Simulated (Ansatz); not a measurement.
# AlBH₃+ (singlet): the correlation ladder, cc-pVTZ

The task here is to estimate one member of a computed series from the others.

Method: cc-pVTZ, core rule «outside noble gas», up to 6 orbitals frozen; program: Ansatz 0.2.0, Gaussian basis.

To be run: UHF; CCSD(T) on RHF; BCCD(T) on RHF; CCSDT(Q) on RHF.

10 further runs of the same task are left out: 6 for a known fault of the program, 4 set aside as unsound or not needed.

## The system

The geometry is a PBE0/def2-TZVP stationary point (not a proven minimum) of the parent state, kept for this charge and spin.

5 atoms, charge 1, spin multiplicity 1.

Atoms are counted from 1 here; the program's logs count them from 0.

Bond lengths: B1–Al2 1.995 Å, B1–H3 1.197 Å, B1–H4 1.197 Å, Al2–H5 1.587 Å. Angles: Al2–B1–H3 119.3°, Al2–B1–H4 119.3°, H3–B1–H4 121.4°, B1–Al2–H5 180.0°.

As a file:

```
B     0.0000    0.0000    1.3781
Al    0.0000    0.0000   -0.6166
H     0.0000    1.0440    1.9635
H     0.0000   -1.0440    1.9635
H     0.0000    0.0000   -2.2031
```

Set-up of the first run:

in.yaml reads:

```yaml
crystal:
  periodic: [false, false, false]
  atoms:
    - {symbol: B, position_ang: [0.000000, 0.000000, 1.378062]}
    - {symbol: Al, position_ang: [0.000000, 0.000000, -0.616560]}
    - {symbol: H, position_ang: [0.000000, 1.043975, 1.963476]}
    - {symbol: H, position_ang: [0.000000, -1.043975, 1.963476]}
    - {symbol: H, position_ang: [0.000000, 0.000000, -2.203146]}
basis:
  gaussian: {orbitals: cc-pVTZ}
total_charge: 1
magnetization: {spin_polarized: true, initial_magnetization: 0}
hamiltonian: {xc: hf}
output: {orbitals: {seedname: orbitals}}
```

Launch:

```sh
> ansatz run in.yaml --threads 1 --pin off --events-out ev --progress --plain --max-ram 3968MiB --backend cpu
```

Among the steps run: UHF; CCSD(T) on RHF; BCCD(T) on RHF; CCSDT(Q) on RHF.

One of the session's tables, all rows but one given; the rest of the session is left out.

It belongs to the step «Misses and costs». 

| method | from RCCSDT(Q) (meV) |
| --- | --- |
| RHF | +5058.2 |
| RMP2 | ? |
| RCCSD | +145.1 |
| RCCSD(T) | +25.6 |
| BCCD(T) | +25.1 |
| RCCSDT | +4.3 |
| RCCSDT(Q) | 0 |

Estimate the missing values for RMP2.

As computed: from RCCSDT(Q) (meV): +998.8. In the column «from RCCSDT(Q) (meV)» it lies between RCCSD (+145.1) and RHF (+5058.2).
